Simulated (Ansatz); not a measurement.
# CH4B radical: single points off equilibrium

One table from this session's results is given with a row withheld; the runs are named, their logs left out.

Method: single points in def2-TZVPP; program: Ansatz 0.2.0, Gaussian basis.

Correlated methods freeze the cores. Orbitals are unrestricted.

### Starting geometry

SMILES `B[CH2]`, 6 atoms, charge 0, spin multiplicity 2.

Atoms are counted from 1 here; the program's logs count them from 0.

Bond lengths: B1–C2 1.766 Å, B1–H3 1.175 Å, B1–H4 1.210 Å, C2–H5 0.940 Å, C2–H6 1.055 Å. Angles: C2–B1–H3 124.2°, C2–B1–H4 130.3°, H3–B1–H4 101.2°, B1–C2–H5 99.1°, B1–C2–H6 92.5°, H5–C2–H6 168.3°.

Geometry (Å):

```xyz
6

B     0.02540   -0.74540    0.17380
C     0.03030    0.98460   -0.18030
H     0.89590   -1.48110   -0.11380
H    -0.89890   -1.51490    0.30770
H     0.70460    1.00060   -0.83500
H    -0.71960    1.18110    0.53540
```

Set-up of the first run:

run/in.yaml reads:

```yaml
crystal:
  periodic: [false, false, false]
  atoms:
    - {symbol: B, position_ang: [0.025400, -0.745400, 0.173800]}
    - {symbol: C, position_ang: [0.030300, 0.984600, -0.180300]}
    - {symbol: H, position_ang: [0.895900, -1.481100, -0.113800]}
    - {symbol: H, position_ang: [-0.898900, -1.514900, 0.307700]}
    - {symbol: H, position_ang: [0.704600, 1.000600, -0.835000]}
    - {symbol: H, position_ang: [-0.719600, 1.181100, 0.535400]}
basis:
  gaussian: {orbitals: def2-TZVPP}
magnetization: {spin_polarized: true, initial_magnetization: 1}
correlation: {method: ccsd_t}
scf: {omitted_lower_state_checks: [cluster_reference]}
output: {forces: true}
```

No record of the launch command was kept for these runs.

Among the steps run: CCSD(T)/def2-TZVPP; PBE0-D4/def2-TZVPP; wB97M-V/def2-TZVPP; r2SCAN-D4/def2-TZVPP; PBE-D4/def2-TZVPP; B97M-V/def2-TZVPP; LC-wPBE/def2-TZVPP.

One of the session's tables, all rows but one given; the rest of the session is left out.

| method | RMS force component (eV/Å) | angle to CCSD(T) forces (°) | dipole (D) |
| --- | --- | --- | --- |
| CCSD(T) | 3.244 | reference | 0.46 |
| PBE0-D4 | ? | ? | ? |
| wB97M-V | 3.235 | 1.6 | 0.46 |
| r2SCAN-D4 | 3.208 | 1.4 | 0.46 |
| PBE-D4 | 3.212 | 3.2 | 0.51 |
| B97M-V | 3.200 | 2.5 | 0.60 |
| LC-wPBE | 3.331 | 2.1 | 0.36 |

Estimate the missing values for PBE0-D4.

The run gave: RMS force component (eV/Å): 3.259; angle to CCSD(T) forces (°): 1.7; dipole (D): 0.44. In the column «RMS force component (eV/Å)» it lies between CCSD(T) (3.244) and LC-wPBE (3.331).
